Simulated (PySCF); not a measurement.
C2H5NO

The system: C2H5NO, a carbene (divalent C1, bonded to 1 N + 1 O); neutral, singlet. The structure, one conformer, was relaxed in the gas phase by PBE0-D3(BJ)/def2-SVP. No frequency run checks that it is a minimum.

SMILES: CO[C]N

```xyz
9

C     0.869    0.169    1.141
N     1.441   -0.140   -0.021
O    -0.452    0.282    1.082
C    -1.198    0.089   -0.111
H     0.973   -0.292   -0.916
H     2.447   -0.237   -0.027
H    -1.077   -0.933   -0.509
H    -0.919    0.820   -0.891
H    -2.251    0.242    0.152
```
(Å; atoms numbered from 1)

Shieldings: GIAO PBE0/pcSseg-2. Shifts are against computed references at the same level: C TMS (σ 184.1 ppm), H TMS (σ 31.24 ppm). Core levels by delta-SCF with SCAN, pcX-2 on the ionised atom and pcseg-1 elsewhere, spin-free X2C; from the vacuum level, for chosen atoms.

(1) Give the NMR and core-level values of the distinct atoms.

(2) By CAM-B3LYP/def2-SVPD (TDDFT singlets, Tamm-Dancoff triplets, ionisation by delta-SCF), where does absorption start, and what does vertical ionisation take?

## Answers

(1) 
```csv
atoms,bonded to,σ (ppm),δ (ppm),core level (eV)
C1,1 N + 1 O,-107.0,291.2,1s 292.41
N2,1 C + 2 H,114.4,-,1s 406.34
O3,2 C,117.4,-,1s 539.34
C4,1 O + 3 H,139.0,45.1,1s 292.46
H5,1 N,24.27,6.98,-
H6,1 N,24.86,6.38,-
H7 H8 H9,1 C,27.77,3.47,-
```

Values are those of this one static structure, with the three H of a rotating XH3 group averaged; atoms that internal rotation interchanges would show their mean in an NMR spectrum.

The core-hole state of C1 is spin-contaminated (⟨S²⟩ 0.80 against 0.75 for a pure doublet), so that value and differences from it are less sure.

(2) The lowest singlet lies at 4.95 eV (f 0.022), the strongest of the first 6 at 7.84 eV (f 0.035), the lowest triplet at 3.13 eV; vertical ionisation takes 8.59 eV.
